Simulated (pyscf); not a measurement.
**Four-centre exchange: Cl–AlH–Cl (SMILES [Cl][AlH][Cl]) + NH₃ (SMILES N) → H₂N–Al(Cl)–Cl (SMILES [NH2][Al]([Cl])[Cl]) + H₂ (SMILES [H][H])**

Gas phase, singlet surface, charge 0. Bonds broken: Al2–H4, N5–H6. Bonds formed: Al2–N5, H4–H6. Single points on ωB97X-D3(BJ)/def2-SVP structures (PySCF, gas phase).

Transition state (Å):

```xyz
8

Cl     0.4576     2.3427    -0.8077
Al     0.3700     0.7482     0.5506
Cl     1.9013     0.4278     1.9461
H     -1.1930     0.8355     1.4306
N     -0.4950    -0.7938    -0.0676
H     -1.2285     0.0083     0.8747
H     -0.8737    -0.8500    -1.0126
H     -0.2144    -1.7235     0.2431
```

One imaginary mode, 1259i cm⁻¹; descent along it reached the two sides named, in the forms told below.

| bond | change | reactant side (Å) | saddle | product side |
|---|---|---|---|---|
| Al2–H4 | breaks | 1.578 | 1.796 | 2.365 |
| N5–H6 | breaks | 1.022 | 1.438 | 2.8 |
| Al2–N5 | forms | 2.039 | 1.873 | 1.760 |
| H4–H6 | forms | 2.9 | 0.997 | 0.764 |

Electronic energies relative to the separated reactants (kJ/mol):

| level | barrier | reaction energy | reverse barrier |
|---|---|---|---|
| ωB97X-D3(BJ)/def2-TZVP | -2.4 | -77.1 | 74.7 |
| PBE/def2-TZVP | -10.6 | -67.9 | 57.3 |
| r²SCAN/def2-TZVP | -17.7 | -80.0 | 62.3 |
| B3LYP-D3(BJ)/def2-TZVP | -1.2 | -75.4 | 74.1 |
| PBE0-D3(BJ)/def2-TZVP | -10.5 | -70.5 | 60.0 |
| M06-2X/def2-TZVP | -5.3 | -88.4 | 83.1 |
| ωB97M-D3(BJ)/def2-TZVP | 4.4 | -72.7 | 77.2 |
| HF/def2-TZVP | 62.4 | -62.0 | 124.4 |

With ωB97M-D3(BJ)/def2-TZVP energies and thermal terms (ideal gas, 1 atm, RRHO with modes under 100 cm⁻¹ raised to 100, one conformer, R ln 2 for chiral ones without a mode under 150 cm⁻¹), in kJ/mol:

| T (K) | ΔH‡ | ΔG‡ | ΔH | ΔG |
|---|---|---|---|---|
| 298 | -1.7 | 42.0 | -83.9 | -75.6 |
| 600 | -0.7 | 86.1 | -78.2 | -69.6 |
| 900 | 2.4 | 128.9 | -73.7 | -66.3 |
| 1200 | 5.9 | 170.6 | -70.6 | -64.3 |

On the reactant side the descent ends in an adduct with a Al–N contact, 157.8 kJ/mol under the separated species and 155.4 kJ/mol under the saddle at ωB97X-D3(BJ)/def2-TZVP. At ωB97X-D3(BJ)/def2-TZVP, PBE, r²SCAN, B3LYP-D3(BJ), PBE0-D3(BJ), M06-2X the saddle lies under the separated reactants, which points to a path from their complex (located at ωB97X-D3(BJ) alone). What is counted as formed (Al–N) is already present as a longer contact in the reactant adduct; forming that adduct is a step of its own. At the saddle there is also a short Al–H contact that neither side keeps. This is the saddle that the search found; another between the same sides may lie lower.
